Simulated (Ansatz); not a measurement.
Results of Hartree–Fock (Ansatz, a quantum-chemistry and plane-wave program, PAW) for cubic perovskite SrTiO3 (cubic form, which distorts at low temperature).

Run with plane-wave cutoff 460 eV, 6×6×6 k mesh, Fermi–Dirac smearing 0.01 eV, no spin polarisation, scalar-relativistic PAW data made under PBE.

The cell has the measured lattice: a = 3.9050 Å, b = 3.9050 Å, c = 3.9050 Å, α = 90.00°, β = 90.00°, γ = 90.00°.

What does this level give for the band gap and smallest direct gap on the k points sampled?


- band gap = 12.25 eV (on the SCF k mesh)
- smallest direct gap on the k points sampled = 12.66 eV

Measured, for comparison: band gap 3.59 eV (zero-point renormalisation of 336 meV (experimental, the table's column) added back here, indirect; inputs from Miglio et al. (2020), arXiv:2011.12765).

Note: cell and atoms aren't relaxed at this level (pressure 0.7 GPa).

Spin–orbit coupling is not included.

The computed numbers hold no vibrational or temperature effects.
